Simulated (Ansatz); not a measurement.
in.yaml

```yaml
crystal:
  periodic: [false, false, false]
  atoms:
    - {symbol: W, position_ang: [0.001966, 0.001038, 0.000239]}
    - {symbol: H, position_ang: [-0.170205, 1.289683, 1.285869]}
    - {symbol: H, position_ang: [-0.095786, -1.297068, 1.283890]}
    - {symbol: H, position_ang: [0.006319, 1.195774, -1.258370]}
    - {symbol: H, position_ang: [-0.098941, -1.377686, -1.355052]}
basis:
  gaussian: {orbitals: def2-SVP, point_charges: [{charge: -1.00, position_ang: [2.734, -0.090, -0.772]}]}
magnetization: {spin_polarized: false, initial_magnetization: 6}
hamiltonian: {xc: {name: PBE}}
correlation: {method: ccsd, electrons: outside_noble_gas}
```

```sh
$ ansatz run in.yaml --threads 1 --pin off --events-out ev --progress --plain --max-ram 2393MiB
```

Log:

```
529 factors; integrals over basis functions are off by at most 9.6e-4 eV
mean field evaluation 1: about -1882.6943 eV, gradient 1.8e1 eV
mean field evaluation 2: about -1882.6908 eV, gradient 1.8e1 eV
mean field evaluation 4: about -1883.0075 eV, gradient 1.3e1 eV
mean field evaluation 8: about -1884.0181 eV, gradient 4.1e-1 eV
mean field evaluation 16: about -1884.0188 eV, gradient 1.1e-4 eV
mean field evaluation 32: about -1876.8893 eV, gradient 1.3e1 eV
mean field -1884.01877569 eV, -69.2364129728 hartree, gradient 9.7e-6 eV, S^2 12.000000; 1 other end points of the search recorded, 0 dependent functions left out
mean field evaluation 64: about -1863.3565 eV, gradient 2.1e-1 eV
4 core orbitals not correlated: weight in the atoms' cores, before any rotation towards them, 0.998 or more for the frozen orbitals, at most 0.001 for the correlated occupied ones
reference -1862.15086895 eV, -68.4327822226 hartree; 8, 2 occupied and 40, 46 virtual orbitals, 529 factors
second order -4.92400190 eV of doubles, -0.38479192 eV of singles
cycle   1  -5.34506658 eV  change   -4.6e-1 eV  update   6.5e-2
cycle   2  -5.57487453 eV  change   -2.3e-1 eV  update   3.1e-2
cycle   3  -5.61189455 eV  change   -3.7e-2 eV  update   1.3e-2
cycle   4  -5.62151751 eV  change   -9.6e-3 eV  update   7.2e-3
cycle   5  -5.62274978 eV  change   -1.2e-3 eV  update   3.3e-3
cycle   6  -5.62328337 eV  change   -5.3e-4 eV  update   2.0e-3
cycle   7  -5.62396413 eV  change   -6.8e-4 eV  update   1.3e-3
cycle   8  -5.62397086 eV  change   -6.7e-6 eV  update   6.4e-4
cycle   9  -5.62384614 eV  change    1.2e-4 eV  update   2.6e-4
cycle  10  -5.62387342 eV  change   -2.7e-5 eV  update   9.6e-5
cycle  11  -5.62385561 eV  change    1.8e-5 eV  update   4.5e-5
cycle  12  -5.62385945 eV  change   -3.8e-6 eV  update   2.0e-5
cycle  13  -5.62385442 eV  change    5.0e-6 eV  update   9.2e-6
cycle  14  -5.62385825 eV  change   -3.8e-6 eV  update   4.2e-6
WARN: these amplitudes may be one of several solutions (largest doubles amplitude 0.06, level shift 2.12 eV)
Total energy: -1867.77472719 eV, -68.6394552011 hartree
```

Ran on 1 thread of Arm Neoverse V2, shared host: 4.1 s wall, 0.18 GiB peak host memory.
